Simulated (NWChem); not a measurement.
Atomisation of nitrogen (N2)

SMILES: N#N
```xyz
2

N      0.0000     0.0000     0.5489
N      0.0000     0.0000    -0.5489
```
Charge 0, spin multiplicity 1.

The numbers come from NWChem runs, not from measurements. Structure: optimised with PBE0/def2-SVP, a minimum by its harmonic frequencies.

Basis set: def2-TZVP. The atomisation energy is electronic alone: no zero-point, thermal, spin-orbit or counterpoise terms. No value is extrapolated to the basis-set limit. Free atoms are single determinants with multiplicities N 4.

No SCF solution was tested for a lower state.

Q: One of these methods gave an atomisation energy of 243.2 kcal/mol. Which?
(A) M06-2X
(B) PBE
(C) LDA (SVWN5)
(D) r2SCAN

A: B, PBE. The others give 226.7 (M06-2X), 219.6 (r2SCAN), 266.8 (LDA (SVWN5)).
